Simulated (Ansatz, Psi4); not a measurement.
System: molecular fluorine, F₂, charge 0, multiplicity 1. SMILES: FF
Geometry: optimised at B3LYP-D3(BJ)/def2-TZVP (Ansatz, a quantum-chemistry and plane-wave program).

PBE/6-31G* beside other levels, property by property. Conventions: frozen cores in correlated levels; 6-31G* and kin with 6d, 5d where marked; open shells spin-unrestricted; spin-orbit terms left out; each state is the SCF solution reached for its charge and spin; non-relativistic. Ab initio and DFT rows: single points at B3LYP-D3(BJ) geometries (Ansatz), with unscaled harmonic terms from B3LYP/6-31G* at its own minima, enthalpies of formation by atomisation with measured atoms. A UHF reference is markedly spin-contaminated in at least one set, which strains HF and MP2. The Hartree-Fock reference of FF is unstable towards a lower, spin-broken solution.

Measured values: Active Thermochemical Tables 1.112 (ions: stationary electron), as tabulated in the package chemicals; CCCBDB table in ASE; they hold spin-orbit and core effects, anharmonicity. 

```tsv
property	PBE/6-31G* (Ansatz)	wB97X-D/6-31G* (Psi4)	MP2/6-31G* (Ansatz)	PBE0/def2-TZVPD (Ansatz)	to compare with
enthalpy of formation at 298 K (kcal/mol)	-20.1	-1.4	0.8	3.8	0.0 measured
F-F bond dissociation enthalpy at 298 K, to F atom + F atom (kcal/mol)	57.9	39.2	37.0	34.0	37.9 measured
vertical ionisation energy to the doublet (eV)	14.87	15.65	17.07	15.79	15.70 measured
```

As the rows show:
- enthalpy of formation at 298 K: PBE/6-31G* lies 20.1 kcal/mol below the measured value.
- F-F bond dissociation enthalpy at 298 K, to F atom + F atom: PBE/6-31G* lies 20.0 kcal/mol above the measured value.
- vertical ionisation energy to the doublet: PBE/6-31G* lies 0.83 eV below the measured value.

The properties are those with a value to compare with, at most eight drawn at random. No case is left out for the size of its miss. Left out are saddle points of the reference geometry, anions that the best level run finds unbound, excited spin states, species near biochemistry, cases with under five habitual levels, runs that failed or whose electronic state is in doubt, and table entries that another table contradicts.
